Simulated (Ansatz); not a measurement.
Scan of H2O⁻, doublet

Starting geometry (PBE0/def2-TZVPD stationary point for this spin, not checked as a minimum):

```json
{"atom": "O", "x (Å)": "0.0000", "y (Å)": "-0.0691", "z (Å)": "0.0000"}
{"atom": "H", "x (Å)": "0.0000", "y (Å)": "0.5483", "z (Å)": "0.7576"}
{"atom": "H", "x (Å)": "0.0000", "y (Å)": "0.5483", "z (Å)": "-0.7576"}
```

From there the angle named below is changed in its plane at fixed bond lengths, both arms turning rigidly about the middle atom; atoms are numbered as listed. Energies are in kJ/mol, counted from the starting geometry at the same level. Kohn–Sham curves are unrestricted where that lies lower.

Basis aug-cc-pVDZ; Ansatz 0.2.0. Correlated methods freeze the noble-gas cores. Prefix R: restricted or restricted open-shell reference; prefix U: unrestricted. Active spaces: valence = (9e, 6o) chosen from the atoms' valence shells. This anion state lies near or above the neutral species, so the extra electron is weakly bound or unbound and the energies hang on the diffuse functions.

Runs in a small pair space aren't shown, since their orbitals change along the scan.

Full CI isn't at hand for all of this; UCCSDT(Q) serves as the reference, and is uncertain by the last step of the cluster series or more. The frozen core follows each run's orbitals, which can shift R against U totals by a few meV.

| angle H2-O1-H3 (°) | UCCSDT(Q) | curve A | curve B | curve C | curve D |
| --- | --- | --- | --- | --- | --- |
| 71.4 | 67.7 | 73.1 | 67.2 | 68.7 | 77.6 |
| 90.6 | 8.3 | 8.6 | 7.6 | 8.7 | 10.9 |
| 101.6 | 0.0 | 0.0 | 0.0 | 0.0 | 0.0 |
| 101.9 | 0.0 | 0.0 | 0.0 | 0.0 | 0.0 |
| 118.5 | 15.7 | 18.2 | 17.3 | 15.0 | 14.5 |
| 137.1 | 60.2 | 68.0 | 63.8 | 59.0 | 60.7 |
| 156.2 | 113.8 | 127.0 | 120.1 | 112.1 | 117.1 |
| 180.0 | 146.7 | 163.1 | 153.4 | 144.6 | 152.1 |

Question: The curves come from CASSCF (valence space), NEVPT2 (valence space), RHF, RPA-PBE. Compare each with UCCSDT(Q) and say which is which.

Answer: A: CASSCF (valence space), B: NEVPT2 (valence space), C: RPA-PBE, D: RHF. Spread of the error against UCCSDT(Q), over the points where both stand: A 16.4, B 7.4, C 3.1, D 11.1 kJ/mol. 

In so small a basis both RPA and the reference are far from their limits and near them at different rates, so the difference would change in a larger set.
